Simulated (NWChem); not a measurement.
System: NaCl; SMILES [Cl][Na]

The following NWChem deck was run.

```
start job
memory heap 200 mb stack 900 mb global 1100 mb
geometry units angstroms
  Na     0.000000     0.000000    -1.428276
  Cl     0.000000     0.000000     0.947118
end
basis spherical
  * library def2-svp
end
dft
  xc b3lyp
  iterations 150
end
driver
  maxiter 120
end
task dft optimize
task dft freq
```

The level has its own optimisation; frequencies are unscaled.

**Question.** Give the results of this calculation. (B3LYP/def2-SVP.) Quantities: basis functions; r Cl–Na (Å); highest harmonic frequency (cm⁻¹); zero-point energy (kcal/mol); dipole (D).

**Answer.** 
```yaml
number_of_basis_functions: 33
r Cl–Na (Å): 2.341
highest harmonic frequency (cm⁻¹): 385
zero-point energy (kcal/mol): 0.6
dipole (D): 7.93
```
